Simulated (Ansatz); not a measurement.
# CeH12O6 ([Ce(H2O)6]3+): the cost of one run

Method: as each input shows; program: Ansatz 0.2.0, Gaussian basis.

The runs, in order: PBE-D4/def2-TZVP, r2SCAN-D4/def2-TZVP, PBE-QIDH/def2-TZVP, r2SCAN0-D4/def2-TZVP, PBE-D4/def2-SVP, PBE0-D4/def2-SVP, MP2/def2-SVP.

## (1) The geometry

The doublet was relaxed beforehand with PBE-D4/def2-SVP.

19 atoms, charge 3, spin multiplicity 2.

Atoms are counted from 1 here; the program's logs count them from 0.

Bond lengths: Ce1–O2 2.455 Å, Ce1–O5 2.455 Å, Ce1–O8 2.455 Å, Ce1–O11 2.455 Å, Ce1–O14 2.455 Å, Ce1–O17 2.455 Å, O2–H3 0.987 Å, O2–H4 0.987 Å, O5–H6 0.987 Å, O5–H7 0.987 Å, O8–H9 0.987 Å, O8–H10 0.987 Å, O11–H12 0.987 Å, O11–H13 0.987 Å, O14–H15 0.987 Å, O14–H16 0.987 Å, O17–H18 0.987 Å, O17–H19 0.987 Å. Angles: O2–Ce1–O5 179.7°, O2–Ce1–O8 90.1°, O2–Ce1–O11 90.0°, O2–Ce1–O14 89.9°, O2–Ce1–O17 89.9°, O5–Ce1–O8 90.2°, O5–Ce1–O11 89.8°, O5–Ce1–O14 90.1°, O5–Ce1–O17 90.1°, O8–Ce1–O11 179.9°, O8–Ce1–O14 90.0°, O8–Ce1–O17 90.2°, O11–Ce1–O14 90.1°, O11–Ce1–O17 89.7°, O14–Ce1–O17 179.8°, Ce1–O2–H3 128.2°, Ce1–O2–H4 128.2°, H3–O2–H4 103.6° and more.

Ce takes a core potential in the def2 sets. No spin-orbit coupling is included. The ion is computed in the gas phase, without counter-ions or solvent.

PBE0-D4/def2-TZVP was run before; its log isn't repeated, and its numbers join the tables.

## (2) PBE-D4/def2-TZVP

start.molden holds the orbitals of an earlier run on this state, given as this run's starting guess.

in.yaml reads:

```yaml
crystal:
  periodic: [false, false, false]
  atoms:
    - {symbol: Ce, position_ang: [0.003172, 0.000733, -0.001005]}
    - {symbol: O, position_ang: [0.175471, 0.200825, 2.439518]}
    - {symbol: H, position_ang: [0.154576, 1.021110, 2.987473]}
    - {symbol: H, position_ang: [0.280011, -0.519889, 3.105249]}
    - {symbol: O, position_ang: [-0.179917, -0.198732, -2.441054]}
    - {symbol: H, position_ang: [-0.287653, 0.522266, -3.105999]}
    - {symbol: H, position_ang: [-0.163464, -1.018900, -2.989385]}
    - {symbol: O, position_ang: [2.444209, 0.179070, -0.191618]}
    - {symbol: H, position_ang: [3.106554, 0.284364, 0.532139]}
    - {symbol: H, position_ang: [2.995639, 0.163254, -1.009708]}
    - {symbol: O, position_ang: [-2.437554, -0.182063, 0.187698]}
    - {symbol: H, position_ang: [-2.990139, -0.163695, 1.004938]}
    - {symbol: H, position_ang: [-3.098517, -0.293138, -0.536399]}
    - {symbol: O, position_ang: [-0.187880, 2.441443, -0.183106]}
    - {symbol: H, position_ang: [-1.005366, 2.993530, -0.161256]}
    - {symbol: H, position_ang: [0.535635, 3.103180, -0.293700]}
    - {symbol: O, position_ang: [0.188310, -2.439820, 0.188360]}
    - {symbol: H, position_ang: [-0.537705, -3.099624, 0.293667]}
    - {symbol: H, position_ang: [1.004620, -2.993923, 0.174187]}
basis:
  gaussian: {orbitals: def2-TZVP, initial_orbitals: start.molden}
total_charge: 3
magnetization: {spin_polarized: true, initial_magnetization: 1}
hamiltonian: {xc: pbe, dispersion: d4}
scf: {omitted_lower_state_checks: [starts]}
output: {orbitals: {seedname: orbitals}}
```

Command:

```sh
$ ansatz run in.yaml --threads 4 --pin off --events-out ev --progress --plain --max-ram 6963MiB
```

**Question.** How long does this run take on 4 threads of AMD EPYC 9R45, shared host, and how much memory does it need?

About 12 s, with a peak of 1.8 GiB.
